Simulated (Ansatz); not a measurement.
# H₃ (doublet): the correlation ladder at distance H1–H2 along a hydrogen transfer = 0.745 Å, cc-pVQZ

The task here is to estimate one member of a computed series from the others.

Program: Ansatz 0.2.0, Gaussian basis. Level of theory: cc-pVQZ, core rule «outside noble gas», up to 0 orbitals frozen. These are calculated values, not measurements.

The runs, in order: UHF; CCSD(T) on ROHF; CCSD(T) on UHF; BCCD(T) on ROHF; CISD; CCSDT on ROHF; CCSDT on UHF; CASSCF and NEVPT2, 3 electrons in 3 orbitals; Full CI.

4 further runs of the same task are left out: 4 that didn't finish.

## The system

The geometry derives from fragments relaxed apart (PBE0/def2-TZVP) and kept rigid, so it is no stationary point. A hydrogen atom is moved between rigid fragments.

3 atoms, charge 0, spin multiplicity 2.

Atoms are counted from 1 here; the program's logs count them from 0.

Bond lengths: H1–H2 0.745 Å.

The first run:

Input file in.yaml:

```yaml
crystal:
  periodic: [false, false, false]
  atoms:
    - {symbol: H, position_ang: [0.000000, 0.000000, -0.877000]}
    - {symbol: H, position_ang: [0.000000, 0.000000, -0.132000]}
    - {symbol: H, position_ang: [0.000000, 0.000000, 1.009000]}
basis:
  gaussian: {orbitals: cc-pVQZ}
magnetization: {spin_polarized: true, initial_magnetization: 1}
hamiltonian: {xc: hf}
output: {orbitals: {seedname: orbitals}}
```

The run is started by

```console
$ ansatz run in.yaml --threads 1 --pin off --events-out ev --progress --plain --max-ram 2393MiB
```

Steps of the session up to this table: UHF; CCSD(T) on ROHF; CCSD(T) on UHF; BCCD(T) on ROHF; CISD; CCSDT on ROHF; CCSDT on UHF; CASSCF and NEVPT2, 3 electrons in 3 orbitals; Full CI.

One of the session's tables, all rows but one given; the rest of the session is left out.

```
        method  from FCI (meV)
          ROHF         +1436.8
           UHF         +1332.8
          RMP2          +286.4
          UMP2          +272.0
          CISD               ?
         RCCSD           +13.8
         UCCSD           +12.4
      RCCSD(T)            +2.5
      UCCSD(T)            +2.4
       BCCD(T)            +2.3
        RCCSDT             0.0
        UCCSDT             0.0
CASSCF valence          +874.2
NEVPT2 valence          +230.2
           FCI               0
```

Estimate the missing values for CISD.

**Answer.** from FCI (meV): +12.0. In the column «from FCI (meV)» it lies between RCCSD(T) (+2.5) and UCCSD (+12.4).

Limits of these values: Restricted and unrestricted rows rest on different reference determinants; where their highest levels disagree by more than a few hundredths of an eV, they describe different states and don't form one ladder.
